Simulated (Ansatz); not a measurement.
A made-up structure of HS$_{2}$O (charge -1), singlet:

```csv
atom,x (Å),y (Å),z (Å)
S1,1.2379,2.1372,-1.8876
O2,-0.1764,0.6902,0.5609
S3,0.6791,0.4314,-0.7977
H4,1.1121,-0.8355,-0.5644
```

It is relaxed with PBE-D4/def2-SVPD and then PBE0-D4/def2-TZVPD (Ansatz 0.2.0). Atoms count as bonded within 1.22 times the sum of their covalent radii (H–H: 0.88 Å). The end point is not checked to be a true minimum.

Problem. Does its bonding change? (A judgement: the text doesn't fix the answer.)

Solution. Computed: No: no bond forms or breaks.

Where it ends: The first stage lowers the energy by 1.70 eV in 9 steps. It ends as HS₂O ([O][SH][S]), total charge -1:
```csv
atom,x (Å),y (Å),z (Å)
S1,1.3664,1.8457,-1.7304
O2,-0.1325,0.6929,0.5674
S3,0.2864,0.3884,-0.8417
H4,1.3323,-0.5038,-0.6840
```

Labels in which every atom is bracketed show which atoms are joined, not bond orders.

For scale, one of the runs: PBE0-D4/def2-TZVPD relaxation, 141 basis functions, launched by `ansatz run in.yaml --threads 2 --pin off --events-out ev --progress --plain --max-ram 4352MiB`. Hardware: 2 CPU threads of an Arm Neoverse V1, shared host. Wall time about 27 s.
